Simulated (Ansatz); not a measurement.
Born–Oppenheimer molecular dynamics of H₅NSi (7 atoms, charge 0, multiplicity 1). It starts at the highest image of a converged band. Of that band: Neighbouring images differ by up to 1.7 eV, so the band resolves the path poorly. A vibrational analysis at the climbing image gives one clearly imaginary mode, 1785i cm⁻¹: a first-order saddle point.

Computed with RKS BHLYP/def2-SVPD (Ansatz 0.2.0).

| Quantity | Value |
| --- | --- |
| ensemble | NVE (velocity Verlet) |
| time step | 0.5 fs |
| steps asked | 200 |
| starting velocities drawn for | 300 K |
| seed | 8433 |

First frame:

```xyz
7
Properties=species:S:1:pos:R:3
Si 0.267 0.083 -0.233
N 0.967 -0.074 1.538
H 0.595 -0.693 2.244
H 1.428 0.724 1.943
H 1.677 -0.358 0.405
H -0.532 1.341 -0.299
H -0.728 -1.022 -0.213
```

Question: How far do the bonds stretch over the last three quarters of this one trajectory? (Pairs bonded in most of those frames.)

Answer: 
| bond | mean (Å) | spread (Å) | shortest | longest |
| --- | --- | --- | --- | --- |
| Si1–N2 | 1.760 | 0.084 | 1.63 | 1.88 |
| Si1–H5 | 1.601 | 0.216 | 1.23 | 1.96 |
| Si1–H6 | 1.555 | 0.101 | 1.34 | 1.75 |
| Si1–H7 | 1.514 | 0.059 | 1.40 | 1.65 |
| N2–H3 | 1.006 | 0.019 | 0.98 | 1.04 |
| N2–H4 | 1.006 | 0.019 | 0.97 | 1.04 |

Mean temperature of the second half: 2680 K. The conserved energy stayed within 1.6 meV per atom of its start (net change 0.32 meV per atom), so the integration is sound. The kinetic energy rose, since the run started high on the potential surface and went downhill. A run of 0.1 ps of so small a system gives no equilibrium averages. The orbitals stay closed-shell, which can raise the energy where a bond breaks towards radicals; this wasn't checked here.

The run took 3.6 min on 2 threads of Arm Neoverse V1 (shared host), peak memory 0.14 GiB.
